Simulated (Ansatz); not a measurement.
A made-up structure of CH4AlO (charge -1), singlet:

```csv
atom,x (Å),y (Å),z (Å)
C1,-0.6757,0.5666,-0.1826
Al2,0.7796,-0.7262,0.3027
O3,0.8147,-1.7332,1.5957
H4,0.2847,-0.9877,1.7159
H5,-1.5148,0.5345,0.5203
H6,-1.0663,0.3612,-1.1885
H7,1.9552,-0.5990,-0.8411
```

It is relaxed with PBE-D4/def2-SVPD and then PBE0-D4/def2-TZVPD (Ansatz 0.2.0). Atoms count as bonded within 1.22 times the sum of their covalent radii (H–H: 0.88 Å). The end point is not checked to be a true minimum.

Does its bonding change? (A judgement: the text doesn't fix the answer.)

Computed: Yes. Formed: none; broken: Al2–H4.

Where it ends: The first stage lowers the energy by 2.27 eV in 9 steps. It ends as CH₄AlO ([CH2][AlH][OH]), total charge -1:
```
7
angstrom
C -0.8162 0.3488 -0.2898
Al 0.6995 -0.6083 0.0987
O 1.0249 -1.4566 1.6111
H 0.3132 -1.3763 2.2472
H -1.6753 0.4963 0.3689
H -0.9513 0.8504 -1.2513
H 1.9826 -0.8382 -0.8624
```

Labels in which every atom is bracketed show which atoms are joined, not bond orders.

For scale, one of the runs: PBE0-D4/def2-TZVPD relaxation, 156 basis functions, launched by `ansatz run in.yaml --threads 2 --pin off --events-out ev --progress --plain --max-ram 4352MiB`. Hardware: 2 CPU threads of an Arm Neoverse V2, shared host. Wall time about 20 s.
